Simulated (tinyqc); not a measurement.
Extended Hueckel theory, for CO, step by step. One step of it, computed by the program tinyqc.

Problem. Mulliken analysis. P = C n C^T; charge = valence electrons (C 4, O 6) minus the sum of (P S)_ii on the atom; overlap population = 2 sum P_ij S_ij between two atoms.

coefficients, order 1C 2s, 1C 2px, 1C 2py, 1C 2pz, 2O 2s, 2O 2px, 2O 2py, 2O 2pz:
$$\begin{pmatrix}
0.322876 & 0.630252 & 0.000000 & 0.000000 & 0.416094 & 0.000000 & 0.000000 & -1.091250 \\
0.000000 & 0.000000 & -0.049269 & 0.373962 & 0.000000 & 0.121916 & 0.959552 & 0.000000 \\
0.000000 & 0.000000 & 0.373962 & 0.049269 & 0.000000 & 0.959552 & -0.121916 & 0.000000 \\
0.066017 & -0.341680 & 0.000000 & 0.000000 & -0.572507 & 0.000000 & 0.000000 & -1.239177 \\
0.788432 & -0.326201 & 0.000000 & 0.000000 & 0.060795 & 0.000000 & 0.000000 & 1.247342 \\
0.000000 & 0.000000 & -0.108451 & 0.823166 & 0.000000 & -0.078563 & -0.618339 & 0.000000 \\
0.000000 & 0.000000 & 0.823166 & 0.108451 & 0.000000 & -0.618339 & 0.078563 & 0.000000 \\
0.027759 & -0.564719 & 0.000000 & 0.000000 & 0.686531 & 0.000000 & 0.000000 & -0.878216
\end{pmatrix}$$

occupations: [2.000000, 2.000000, 2.000000, 2.000000, 2.000000, 0.000000, 0.000000, 0.000000]

overlap S, order 1C 2s, 1C 2px, 1C 2py, 1C 2pz, 2O 2s, 2O 2px, 2O 2py, 2O 2pz:
$$\begin{pmatrix}
1.000000 & 0.000000 & 0.000000 & 0.000000 & 0.437806 & 0.000000 & 0.000000 & -0.336676 \\
0.000000 & 1.000000 & 0.000000 & 0.000000 & 0.000000 & 0.268796 & 0.000000 & 0.000000 \\
0.000000 & 0.000000 & 1.000000 & 0.000000 & 0.000000 & 0.000000 & 0.268796 & 0.000000 \\
0.000000 & 0.000000 & 0.000000 & 1.000000 & 0.511076 & 0.000000 & 0.000000 & -0.292408 \\
0.437806 & 0.000000 & 0.000000 & 0.511076 & 1.000000 & 0.000000 & 0.000000 & 0.000000 \\
0.000000 & 0.268796 & 0.000000 & 0.000000 & 0.000000 & 1.000000 & 0.000000 & 0.000000 \\
0.000000 & 0.000000 & 0.268796 & 0.000000 & 0.000000 & 0.000000 & 1.000000 & 0.000000 \\
-0.336676 & 0.000000 & 0.000000 & -0.292408 & 0.000000 & 0.000000 & 0.000000 & 1.000000
\end{pmatrix}$$

Give: charges; Overlap populations.

Solution.

charges: 1C 0.4934, 2O -0.4934

Overlap populations:
```
pair     value
2-1   1.381048
```
